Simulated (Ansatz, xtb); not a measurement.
## C4H7FO: 8 structures ranked

8 gas-phase structures of C4H7FO, from a drawn sample of its isomers (lower ones may exist). Each was relaxed with GFN2-xTB:

A. `C[C@@H]1CO[C@@H]1F`, a singlet
B. `CC1(F)COC1`, a singlet
C. `C[C@@H]1OC[C@H]1F`, a singlet
D. `C[C@@H]1OC[C@@H]1F`, a singlet
E. `C[C@@H]1C[C@@H](F)O1`, a singlet
F. `C[C@@H]1CO[C@H]1F`, a singlet
G. `C[C@@]1(F)CCO1`, a singlet
H. `C[C@@H]1C[C@H](F)O1`, a singlet

Which do you expect lowest at r2SCAN-D4/def2-SVP, and how would the others follow?

Calculated order at r2SCAN-D4/def2-SVP: G (0.0), H (7.9), E (9.2), A (19.4), F (22.8), B (52.0), D (52.7), C (54.9) kJ/mol. Less than 1 kcal/mol parts H and E; A and F; B and D; D and C, so the order within those pairs means little.

Energies above the lowest of each column, in kJ/mol; the last columns are at PBE-D3(BJ)/def2-SVP geometries and were run for some of them only (a dash: not run or not comparable):

```
structure  GFN2-xTB  HF/STO-3G  r2SCAN-D4/def2-SVP  PBE-D3(BJ)/def2-SVP  CCSD(T)/def2-SVP + ΔMP2/def2-TZVPP
        G       0.0        0.0                 0.0                  0.0                                 0.0
        H       3.2        9.8                 7.9                  5.7                                 6.2
        E       3.9        9.6                 9.2                  6.9                                 7.0
        A      13.8       16.7                19.4                 16.7                                20.0
        F      10.3       16.2                22.8                 19.1                                20.7
        B      26.9       32.3                52.0                 49.3                                45.6
        D      31.1       33.3                52.7                    –                                   –
        C      27.4       32.0                54.9                    –                                   –
```

Every level run on G puts it lowest or level with the lowest. Frequencies (GFN2-xTB) were run for A, B, E, F, G, H alone. ΔMP2 is the change of the MP2 energy from the smaller to the larger basis.

Over these structures GFN2-xTB departs from r2SCAN-D4/def2-SVP by 9.0 kJ/mol on average once a common shift is removed. A GFN2-xTB relaxation took about 0.22 s and the r2SCAN-D4/def2-SVP energy about 4.8 s on a shared host (Ansatz 0.2.0, xtb 6.7.1).
